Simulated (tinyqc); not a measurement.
Worked calculation: G0W0 on RHF in the sto-3g basis, for HF, spin multiplicity 1. One step of it, computed by the program tinyqc.

Problem. Orthogonalisation. S = U s U^T; symmetric (Loewdin) form X = U s^(-1/2) U^T, so that X^T S X = 1.

overlap S, order 1F 1s, 1F 2s, 1F 2px, 1F 2py, 1F 2pz, 2H 1s:
$$\begin{pmatrix}
1.000000 & 0.237990 & 0.000000 & 0.000000 & 0.000000 & 0.025593 \\
0.237990 & 1.000000 & 0.000000 & 0.000000 & 0.000000 & 0.286850 \\
0.000000 & 0.000000 & 1.000000 & 0.000000 & 0.000000 & 0.000000 \\
0.000000 & 0.000000 & 0.000000 & 1.000000 & 0.000000 & 0.000000 \\
0.000000 & 0.000000 & 0.000000 & 0.000000 & 1.000000 & 0.248748 \\
0.025593 & 0.286850 & 0.000000 & 0.000000 & 0.248748 & 1.000000
\end{pmatrix}$$

Give: eigenvalues of S; X.

Solution.

eigenvalues of S: [0.5844, 0.8499, 1.0000, 1.0000, 1.1285, 1.4372]

X, order 1F 1s, 1F 2s, 1F 2px, 1F 2py, 1F 2pz, 2H 1s:
$$\begin{pmatrix}
1.0227 & -0.1276 & 0.0000 & 0.0000 & -0.0035 & 0.0153 \\
-0.1276 & 1.0585 & 0.0000 & 0.0000 & 0.0307 & -0.1615 \\
0.0000 & 0.0000 & 1.0000 & 0.0000 & 0.0000 & 0.0000 \\
0.0000 & 0.0000 & 0.0000 & 1.0000 & 0.0000 & 0.0000 \\
-0.0035 & 0.0307 & 0.0000 & 0.0000 & 1.0260 & -0.1372 \\
0.0153 & -0.1615 & 0.0000 & 0.0000 & -0.1372 & 1.0611
\end{pmatrix}$$
